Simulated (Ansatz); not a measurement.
## How far is PAW off for In2O?

```
O In
1.0
     0.00000    3.20627    3.20627
     3.20627    0.00000    3.20627
     3.20627    3.20627    0.00000
O In
1 2
Direct
  0.00000 0.00000 0.00000
  0.25000 0.25000 0.25000
  0.75000 0.75000 0.75000
```

Atom numbers follow the list: O1, In2, In3.

The structure comes from a relaxation in the same program, started in the fluorite type, and has space group Fm-3m. Whether it is a known phase or the ground state wasn't checked.

Spin–orbit coupling is left out, though it moves levels of the heavy atoms by tenths of an eV or more.

All numbers are computed: DFT, PBE, PAW with Ansatz's default frozen-core files, scalar-relativistic (Ansatz 0.2.0); DFT, PBE, all-electron PAW with datasets made for the crystal, scalar-relativistic (Ansatz 0.2.0); DFT, PBE, all-electron LAPW, scalar-relativistic (Ansatz 0.2.0).

For PAW: a Γ-centred 10×10×10 k mesh, Fermi–Dirac smearing of 0.03 eV, cutoff 420 eV, no spin polarisation. The crystal-made all-electron datasets (AE datasets) take a cutoff of 260 eV at this cell. LAPW targets a basis error of 0.5 meV/atom. The Ansatz runs share mesh, smearing and spin set-up. Plane-wave (PAW) pressures include the program's estimate of the Pulay term.

Stress and pressure are positive in compression.

Levels count from the Fermi level.

| quantity | PAW | AE datasets | LAPW |
| --- | --- | --- | --- |
| pressure (GPa) | 0.02 | 0.01 | 0.01 |
| highest filled level at W (eV) | -0.384 | -0.384 | -0.384 |
| lowest empty level at W (eV) | 0.148 | 0.148 | 0.148 |
| highest filled level at U (eV) | -0.021 | -0.021 | -0.021 |
| lowest empty level at U (eV) | 2.181 | 2.182 | 2.182 |
| highest filled level at K (eV) | -0.021 | -0.021 | -0.021 |
| lowest empty level at K (eV) | 2.181 | 2.182 | 2.182 |

PAW's pressure differs from the LAPW value by about 0.01 GPa or less. Datasets made for the crystal and LAPW share parts of one code, so their agreement isn't an independent check.
